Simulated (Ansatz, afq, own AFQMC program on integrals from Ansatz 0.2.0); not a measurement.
Integrals from Ansatz 0.2.0, then the random walk in our own AFQMC program (afq).

```yaml
crystal:
  periodic: [false, false, false]
  atoms:
    - {symbol: Ge, position_ang: [0.000000, 0.000000, 0.282333]}
    - {symbol: B, position_ang: [0.000000, 0.000000, -1.691224]}
    - {symbol: H, position_ang: [0.000000, 1.255258, 1.166980]}
    - {symbol: H, position_ang: [0.000000, -1.255258, 1.166980]}
    - {symbol: H, position_ang: [0.000000, 1.042369, -2.270633]}
    - {symbol: H, position_ang: [0.000000, -1.042369, -2.270633]}
basis:
  gaussian: {orbitals: 6-31G}
magnetization: {spin_polarized: true, initial_magnetization: 3}
correlation: {method: ccsd_t, electrons: outside_noble_gas, hamiltonian_folder: ham}
```

```sh
$ ansatz run in.yaml --threads 1 --pin off --events-out ev --progress --plain --max-ram 24576MiB --backend cuda --devices 0, --max-vram 18GiB
```

Options of the walk:

```
--method phaseless --trial hf --walkers 4000 --populations 20 --least-time 40 --time-step 0.005 --steps-per-block 20 --equilibration-blocks 112 --max-blocks 4000 --target-error 0.001 --factor-cut 1e-05 --start spin_pure --seed 8502 --taylor-order 6
```

Times are imaginary, in 1/Eh. The walk had a cap of 49 s. With eight or more populations the least sampling time is a fifth of least-time, and the error comes from their spread. Filled inner d shells are frozen with the cores.

```
orbitals 31  electrons 7 4  factors 260 of 504
reference energy -2101.76896341 Eh
CCSD correlation -0.12391553 Eh in 11 cycles, weight of the determinant in the CISD state 0.9075
energy of the start -2101.769196 Eh
 block  time / (1/Eh)  mean weight  energy / Eh
     1     0.100  1.0004  -2101.787932
     2     0.200  1.0005  -2101.803531
     3     0.300  1.0007  -2101.816156
     4     0.400  1.0005  -2101.825712
     5     0.500  1.0008  -2101.835471
     8     0.800  1.0006  -2101.856388
    13     1.300  1.0000  -2101.872076
    25     2.500  1.0001  -2101.888619
    37     3.700  1.0001  -2101.894412
    49     4.900  1.0000  -2101.891227
    61     6.100  1.0000  -2101.896548
    65     6.500  1.0000  -2101.898709
    73     7.300  1.0003  -2101.896345
    85     8.500  1.0000  -2101.893733
    97     9.700  1.0000  -2101.891129
   109    10.900  1.0002  -2101.892460
   121    12.100  0.9998  -2101.891017
   133    13.300  1.0001  -2101.895856
   145    14.500  1.0001  -2101.894327
   157    15.700  0.9999  -2101.896282
   169    16.900  1.0000  -2101.896782
   181    18.100  1.0000  -2101.895559
   189    18.900  0.9997  -2101.894420
error from the spread of 20 populations
energy -2101.894691 +/- 0.000598 Eh
(rows thinned)
```

Task: Estimate how long the walk took on 1 × NVIDIA H100 80GB HBM3 with 2 threads of AMD EPYC 7R13 Processor (Zen 3), on a shared host (the card was shared).

Result: 18 s of wall time.

The run passed its tests (sampling time, drift between the halves within three errors, error under three times the target), which doesn't prove that it has relaxed.

Against this walk (error 16.3 meV) on the same determinant: CCSD(T) 12.5 meV lower (within the noise), the released energy of a separate walk with a CISD trial 34.9 ± 16.3 meV lower, a separate phaseless walk with a CISD trial and standard settings 25.8 ± 16.3 meV lower (within the noise). The error is statistical and leaves out the bias of the constraint.

Cautions: constraint bias not in the error; no relativity below Rb; no spin-orbit coupling; inner d shell frozen; another spin lies lower (by 5.34 eV).

A walk keeps the symmetry of its determinant, which the program's search chose and which needn't be the lowest solution, so a lower state of the same spin and another symmetry isn't excluded.
